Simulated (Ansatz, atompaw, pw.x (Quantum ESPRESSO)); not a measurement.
# pw.x on fcc Tc: one setting changed

Potential: PAW, atompaw 4.2.0.5, LDA (PW92); core [Ar] 3d10, reference 4s2 4p6 4d5 5s2 5p0; waves: 4s (bound); 5s (bound); 4p (bound); 5p (bound, empty); 4d (bound); 4d channel at 4.7 Ry; local part: bessel scheme, radius 2.00 bohr; core correction: smooth core density matched at 1.10 bohr; augmentation: sinc compensation charge, radius 1.60 bohr; PAW radius 2.14 bohr; waves and projectors: bloechl.

The reference run (k-mesh 15³, cutoffs 60/600 Ry, Fermi–Dirac 0.01 Ry, mixing_beta 0.4, conv_thr 1e-9, no spin) gives 4.19 GPa at 13.875 Å³/atom, where all-electron LAPW gives -0.66 GPa. This run, with its own iteration cap, changes smearing to gauss.

```
&control
  calculation='scf', prefix='x', pseudo_dir='./', outdir='./tmp', tstress=.true., disk_io='none'
/
&system
  ibrav=0, nat=1, ntyp=1, ecutwfc=60, ecutrho=600, nbnd=15,
  occupations='smearing', smearing='gauss', degauss=0.01
/
&electrons
  conv_thr=1e-09, mixing_beta=0.4, electron_maxstep=70
/
ATOMIC_SPECIES
Tc 1.0 Tc.UPF
CELL_PARAMETERS angstrom
  0.00000000 1.90722091 1.90722091
  1.90722091 0.00000000 1.90722091
  1.90722091 1.90722091 0.00000000
ATOMIC_POSITIONS crystal
Tc 0.0000 0.0000 0.0000
K_POINTS automatic
15 15 15 0 0 0
```

```bash
pw.x < Tc.scf.in > Tc.scf.out
```

How does the run end?

It converges in 8 iterations; the free energy moves by +24.0 meV/atom and the pressure by -0.48 GPa. Gaussian smearing of the same width is narrower in effect than Fermi–Dirac, so its quadratic term in F is smaller.

```
Message from routine setup:
     using ibrav=0 with symmetry is DISCOURAGED, use correct ibrav instead
     lattice parameter (alat)  =       5.0970  a.u.
     unit-cell volume          =      93.6331 (a.u.)^3
     number of electrons       =        15.00
     number of Kohn-Sham states=           15
     kinetic-energy cutoff     =      60.0000  Ry
     charge density cutoff     =     600.0000  Ry
     scf convergence threshold =      1.0E-09
     Exchange-correlation= SLA PW NOGX NOGC
     number of k points=   120  Gaussian smearing, width (Ry)=  0.0100
     iteration #  1     ecut=    60.00 Ry     beta= 0.40
     total energy              =    -387.60192179 Ry
     estimated scf accuracy    <       0.03870277 Ry
     iteration #  2     ecut=    60.00 Ry     beta= 0.40
     total energy              =    -387.60942988 Ry
     estimated scf accuracy    <       0.00115650 Ry
     iteration #  3     ecut=    60.00 Ry     beta= 0.40
     total energy              =    -387.61024393 Ry
     estimated scf accuracy    <       0.00035217 Ry
     [... 2 iterations left out ...]
     iteration #  6     ecut=    60.00 Ry     beta= 0.40
     total energy              =    -387.61028877 Ry
     estimated scf accuracy    <       0.00000002 Ry
     iteration #  7     ecut=    60.00 Ry     beta= 0.40
     total energy              =    -387.61028877 Ry
     estimated scf accuracy    <          5.2E-09 Ry
     iteration #  8     ecut=    60.00 Ry     beta= 0.40
     the Fermi energy is    22.7490 ev
!    total energy              =    -387.61028877 Ry
     estimated scf accuracy    <          3.7E-10 Ry
     smearing contrib. (-TS)   =      -0.00053043 Ry
     The total energy is F=E-TS. E is the sum of the following terms:
     one-electron contribution =     -17.60484023 Ry
     hartree contribution      =      25.09885535 Ry
     xc contribution           =     -20.07329835 Ry
     ewald contribution        =    -143.11294911 Ry
     one-center paw contrib.   =    -231.91752600 Ry
     convergence has been achieved in   8 iterations
          total   stress  (Ry/bohr**3)                   (kbar)     P=       37.13
     Message from routine punch:
     Nothing written, as per user request (disk_io='none')
```

The run took about 11 s on one core of a shared host (Intel(R) Xeon(R) 6975P-C, 192 threads, 1512 GiB, load 66).
